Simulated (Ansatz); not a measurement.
**Relative stability**

Two relaxed structures of CH2BSi, doublet (PBE0-D4/def2-TZVP; forces vanish, vibrations not checked).

A:

B1  (0.475, 0.499, -0.015)
C2  (-0.523, -0.500, -0.185)
Si3  (-0.277, -0.669, 1.563)
H4  (-1.101, -0.901, -1.010)
H5  (1.274, 1.359, -0.130)
(Å)

B:

```tsv
atom	x (Å)	y (Å)	z (Å)
B1	-0.3675	-0.6989	1.3014
C2	-0.5499	-0.5420	-0.1278
Si3	0.6837	0.6190	0.3842
H4	-1.1101	-0.9198	-0.9722
H5	1.3438	1.5418	-0.5856
```

Computed with Ansatz 0.2.0 (basis: def2-TZVPP); correlated methods freeze the cores; orbitals are unrestricted. B3LYP uses VWN-RPA correlation.

Question: Which structure is lower at CCSD(T), and by how much? (An estimate is asked for; the value comes from the calculation.)

Answer: By the calculation: A, by 1.651 eV (electronic energy, against the other). By their contacts, A is CH₂BSi ([BH]1[CH][Si]1) and B is CH₂BSi ([B]1[CH][SiH]1).

All methods give the same order:

```csv
method,E(B) − E(A) (eV)
PBE-D4,1.579
r2SCAN-D4,1.566
PBE0-D4,1.643
B3LYP-D4,1.705
wB97M-V,1.780
HF,1.757
MP2,1.686
CCSD,1.711
CCSD(T),1.651
```

No T1 diagnostic of these runs exceeds 0.029. ⟨S²⟩ of the unrestricted Hartree–Fock references: 0.79 to 0.81 (a pure state has 0.75). The unrestricted reference is spin-contaminated, which hurts MP2 most.

Labels in which every atom is bracketed show which atoms are joined, not bond orders.

For scale, one of the runs: CCSD(T)/def2-TZVPP, 132 basis functions, launched by `ansatz run in.yaml --threads 2 --pin off --events-out ev --progress --plain --max-ram 4352MiB`. The run took 11 s on 2 CPU threads of an Intel Xeon 6975P-C (shared host), with 1.5 GiB of host memory at its peak.
